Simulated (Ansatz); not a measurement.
# B3LYP/6-31G(d) (Cartesian functions) run of Si2H5Cl (SMILES [SiH3][SiH2]Cl)

What is the energy change on altering one bond length of Si2H5Cl at B3LYP/6-31G* (Cartesian functions)? 

The results are computed with Ansatz 0.2.0.

59 further runs of the same task are left out: 59 set aside as unsound or not needed.

### Step 1. The molecule

Si2H5Cl has 8 atoms, charge 0, and is taken as a singlet. SMILES: `[SiH3][SiH2]Cl`. The coordinates come from a PBE0-D4/def2-TZVP relaxation.

Bond lengths: Si1–Si2 2.338 Å, Si2–Cl3 2.065 Å, Si1–H4 1.488 Å, Si1–H5 1.486 Å, Si1–H6 1.486 Å, Si2–H7 1.485 Å, Si2–H8 1.485 Å. Some angles: Si1–Si2–Cl3 108.7°, Si1–Si2–H7 111.9°, Si1–Si2–H8 111.8°, Cl3–Si2–H7 107.7°, Cl3–Si2–H8 107.7°, Si2–Si1–H4 109.6°, Si2–Si1–H5 109.6°, Si2–Si1–H6 109.6°, H7–Si2–H8 108.8°, H4–Si1–H5 109.3°.

### Step 2. A single-point energy at B3LYP/6-31G(d) (Cartesian functions)

run.yaml

```yaml
crystal:
  periodic: [false, false, false]
  atoms:
    - {symbol: Si, position_ang: [-0.706500, 0.881800, -0.390300]}
    - {symbol: Si, position_ang: [0.573400, -0.938800, 0.325900]}
    - {symbol: Cl, position_ang: [2.431600, -0.252900, 0.908000]}
    - {symbol: H, position_ang: [-2.053000, 0.410100, -0.813000]}
    - {symbol: H, position_ang: [-0.034300, 1.540700, -1.540000]}
    - {symbol: H, position_ang: [-0.854500, 1.855700, 0.722100]}
    - {symbol: H, position_ang: [-0.041800, -1.622800, 1.491400]}
    - {symbol: H, position_ang: [0.777200, -1.930900, -0.759900]}
basis:
  gaussian:
    orbitals: "6-31G*"
output:
  orbitals: {seedname: orbitals}
hamiltonian:
  xc: {name: B3LYP}
accuracy: high
```

The run is started by

```sh
$ ansatz run run.yaml --threads 1 --pin off --max-ram 3480MiB --events-out events.jsonl --progress --plain --runs-dir runs
```

The log of the run:

```text
Warning: RAYON_NUM_THREADS=1 ignored (pool sized by the plan → 1); use --threads N
Functional definition: B3LYP
  name "B3LYP"
  parameter a0 = 0.2
  parameter ax = 0.72
  parameter ac = 0.81
  exchange = (1 - a0 - ax)*slater_x + ax*b88_x + a0*exact_x
  correlation = (1 - ac)*vwn_rpa_c + ac*lyp_c
1437 factors; integrals over basis functions are off by at most 4.2e-9 eV
mean field evaluation 1: about -28359.8941 eV, gradient 1.2e1 eV
mean field evaluation 2: about -28360.2034 eV, gradient 8.1e0 eV
mean field evaluation 4: about -28360.3751 eV, gradient 4.4e-1 eV
mean field evaluation 8: about -28360.5032 eV, gradient 2.4e-2 eV
mean field evaluation 16: about -28360.5032 eV, gradient 1.8e-6 eV
mean field -28360.50319815 eV, -1042.2292690926 hartree, gradient 4.6e-8 eV, S^2 0.000000; 0 other end points of the search recorded, 0 dependent functions left out
reference -28360.50324169 eV, -1042.2292706925 hartree; 25, 25 occupied and 42, 42 virtual orbitals, 1437 factors
Total energy: -28360.50324169 eV, -1042.2292706925 hartree
```

Wall time 6.6 s (1 thread of Arm Neoverse V1, shared host); peak memory 0.21 GiB.

### Step 3. The distorted shape, same level

in.yaml

```yaml
crystal:
  periodic: [false, false, false]
  atoms:
    - {symbol: Si, position_ang: [-0.614201, 0.984421, -0.565162]}
    - {symbol: Si, position_ang: [0.665699, -0.836179, 0.151038]}
    - {symbol: Cl, position_ang: [2.523899, -0.150279, 0.733138]}
    - {symbol: H, position_ang: [-1.960701, 0.512721, -0.987862]}
    - {symbol: H, position_ang: [0.057999, 1.643321, -1.714862]}
    - {symbol: H, position_ang: [-0.762201, 1.958321, 0.547238]}
    - {symbol: H, position_ang: [-0.041800, -1.622800, 1.491400]}
    - {symbol: H, position_ang: [0.869499, -1.828279, -0.934762]}
basis:
  gaussian: {orbitals: "6-31G*"}
hamiltonian: {xc: {name: B3LYP}}
accuracy: high
output: {orbitals: {seedname: orbitals}}
```

The run is started by

```sh
$ ansatz run in.yaml --threads 1 --pin off --max-ram 3480MiB --events-out events.jsonl --progress --plain --runs-dir runs
```

The log of the run, shortened:

```text
Warning: RAYON_NUM_THREADS=1 ignored (pool sized by the plan → 1); use --threads N
[... 7 set-up lines as earlier in the session ...]
1442 factors; integrals over basis functions are off by at most 3.9e-9 eV
mean field evaluation 1: about -28359.5954 eV, gradient 1.2e1 eV
mean field evaluation 2: about -28359.8576 eV, gradient 8.6e0 eV
mean field evaluation 4: about -28360.0587 eV, gradient 4.5e-1 eV
mean field evaluation 8: about -28360.1795 eV, gradient 2.2e-2 eV
mean field evaluation 16: about -28360.1795 eV, gradient 1.7e-6 eV
mean field -28360.17954305 eV, -1042.2173749871 hartree, gradient 5.2e-8 eV, S^2 0.000000; 0 other end points of the search recorded, 0 dependent functions left out
reference -28360.17958665 eV, -1042.2173765894 hartree; 25, 25 occupied and 42, 42 virtual orbitals, 1442 factors
Total energy: -28360.17958665 eV, -1042.2173765894 hartree
```

Run time: 6.6 s. Hardware: 1 thread of Arm Neoverse V1, shared host; peak memory 0.2 GiB.

### Step 4. Results

At B3LYP/6-31G* (Cartesian functions):

| quantity | value |
| --- | --- |
| first shape: total energy | -1042.22927 Eh |
| first shape: HOMO energy | -7.94 eV |
| first shape: LUMO energy | -0.59 eV |
| first shape: HOMO–LUMO gap | 7.35 eV |
| distorted shape: total energy | -1042.21738 Eh |
| distorted shape: HOMO energy | -7.96 eV |
| distorted shape: LUMO energy | -0.62 eV |
| distorted shape: HOMO–LUMO gap | 7.34 eV |
| energy change with the Si2–H7 bond stretched from 1.485 to 1.708 Å | 0.324 eV |

With the Si2–H7 bond stretched from 1.485 to 1.708 Å the energy rises by 0.32 eV (7.5 kcal/mol). The first shape isn't relaxed at this level, so the change isn't measured from a minimum.
